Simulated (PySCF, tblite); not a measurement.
**C5H6O: geometry, infrared bands, NMR shifts and spin-spin couplings**

What infrared bands, NMR shifts and spin-spin couplings should C5H6O (`C=CCC=C=O`) show?

The runs use tblite 0.8.0 and PySCF 2.14.0, with density-fitted response routines of our own; the level of theory stands in each step. All values are computed, except where a source is named. Atoms count from 0, in the outputs and in this text.

## 1. The starting structure

12 atoms, charge 0, multiplicity 1; geometry from: force field or distance geometry start.

Bonds of the start (Å): C0–C1 1.32, C1–C2 1.51, C2–C3 1.50, C3–C4 1.29, C4–O5 1.24, C0–H6 1.10, C0–H7 1.09, C1–H8 1.06, C2–H9 1.13, C2–H10 1.08, C3–H11 1.10.

## 2. Relaxing the molecule with GFN2-xTB

What the job is given:

```
{"job": {"kind": "relax", "xc": "GFN2-xTB", "basis": "xTB"}, "charge": 0, "multiplicity": 1}
C     -2.035400     0.121000     0.064400
C     -0.783600     0.119000    -0.340400
C      0.271600    -0.784000     0.239900
C      1.303100     0.158000     0.792200
C      2.171900     0.608500    -0.045900
O      2.992200     1.046800    -0.869000
H     -2.742000     0.816000    -0.408300
H     -2.433900    -0.517800     0.847300
H     -0.480600     0.788300    -1.105200
H     -0.229100    -1.234600     1.146700
H      0.656000    -1.530900    -0.442700
H      1.311100     0.408800     1.859600
```

Launch:

```
> OMP_NUM_THREADS=1 python probes_run.py task.json out
```

The driver reads the jobs from task.json and runs them one after another.

**Question.** This job is followed by: GFN2-xTB harmonic vibrations, gas phase; GIAO PBE0/pcSseg-1 NMR shielding, non-relativistic, gas phase; B3LYP/pcJ-1 indirect spin-spin coupling, non-relativistic, gas phase. What will the session give for the following? strongest single infrared mode (GFN2-xTB); zero-point energy (GFN2-xTB); ¹³C shifts against TMS (PBE0/pcSseg-1); ¹H shifts against TMS (PBE0/pcSseg-1, means over atoms taken as alike); ¹⁷O shifts against H2O (PBE0/pcSseg-1); surface potential, 1st and 99th percentile; largest coupling of the table (B3LYP/pcJ-1).

**Answer**, as computed:

| quantity | value |
| --- | --- |
| strongest single infrared mode (GFN2-xTB) | 2284 cm⁻¹, 1197 km/mol |
| zero-point energy (GFN2-xTB) | 57.9 kcal/mol |
| ¹³C shifts against TMS (PBE0/pcSseg-1) | 203.9, 148.8, 120.0, 31.7, 18.7 ppm |
| ¹H shifts against TMS (PBE0/pcSseg-1, means over atoms taken as alike) | 6.14, 5.35, 5.21, 2.76, 2.69 ppm |
| ¹⁷O shifts against H2O (PBE0/pcSseg-1) | 385.0 ppm |
| surface potential, 1st and 99th percentile | -0.96 V and 1.16 V |
| largest coupling of the table (B3LYP/pcJ-1) | ¹J(C,H) C3–H11, 181.7 Hz |

**Reading.** Over 96 steps the energy fell by 0.484 eV; of the close pairs, C4–O5 changed most, 1.242 to 1.166 Å. All 30 modes are real, so the xTB geometry is a minimum. The strongest single mode, at 2284 cm⁻¹, moves mainly C4. GFN2-xTB is a fitted tight-binding method: band positions and strengths are rough. Its intensities can rank the bands wrongly. H8 (hydrogen on an alkene CH) lies farthest downfield among hydrogen, at 6.14 ppm; a vinylic proton, deshielded by the sp2 carbon and the C=C anisotropy. At PBE0/pcSseg-1: The widest tensor belongs to O5: span 380 ppm, with a paramagnetic part of -450 ppm. By nearest atom (PBE0/pcSseg-1), the HOMO sits on C3 40 %; O5 22 % and the LUMO on C4 46 %; O5 26 %. Of the pairs tabulated at B3LYP/pcJ-1, C3–H11 couples most strongly (181.7 Hz; Fermi contact 179.6 Hz). Couplings across rotatable bonds belong to this one conformer; where others are populated, the observed values are averages.
